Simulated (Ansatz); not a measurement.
One change: `O[Si]F` becomes `N[Si]F`.

Ansatz, PBE0-D4/def2-TZVP geometries, multiplicity 1. Each molecule was computed in one conformer, which needn't be the lowest.

```json
{"property": "size of the dipole moment (PBE/def2-TZVPP) / D", "`O[Si]F`": "1.02"}
{"property": "HOMO–LUMO gap (ωB97M-V/def2-TZVPP) / eV", "`O[Si]F`": "10.41"}
{"property": "HOMO energy (PBE/def2-TZVPP) / eV", "`O[Si]F`": "-6.58"}
{"property": "size of the dipole moment (ωB97M-V/def2-TZVPP) / D", "`O[Si]F`": "0.87"}
{"property": "ideal-gas entropy at 298 K and 1 bar (rigid rotor, harmonic PBE0-D4/def2-TZVP) / J/(mol·K)", "`O[Si]F`": "267"}
{"property": "LUMO energy (PBE/def2-TZVPP) / eV", "`O[Si]F`": "-2.38"}
```

Problem. What does the change do to each property? (Best estimate.)

Solution. Computed: 
```json
{"property": "size of the dipole moment (PBE/def2-TZVPP) / D", "`N[Si]F`": "2.41", "shift": "1.39"}
{"property": "HOMO–LUMO gap (ωB97M-V/def2-TZVPP) / eV", "`N[Si]F`": "10.21", "shift": "-0.20"}
{"property": "HOMO energy (PBE/def2-TZVPP) / eV", "`N[Si]F`": "-6.00", "shift": "0.58"}
{"property": "size of the dipole moment (ωB97M-V/def2-TZVPP) / D", "`N[Si]F`": "2.33", "shift": "1.46"}
{"property": "ideal-gas entropy at 298 K and 1 bar (rigid rotor, harmonic PBE0-D4/def2-TZVP) / J/(mol·K)", "`N[Si]F`": "270", "shift": "3"}
{"property": "LUMO energy (PBE/def2-TZVPP) / eV", "`N[Si]F`": "-1.92", "shift": "0.46"}
```

With PBE0 the HOMO rises by 0.60 eV and the LUMO rises by 0.45 eV, so the gap narrows by about 0.15 eV. PBE moves the HOMO by 0.58 eV and ωB97M-V by 0.61 eV. The zero-point energy changes by 32.5 kJ/mol with +3 modes. Dipoles are sizes alone; their direction can turn.
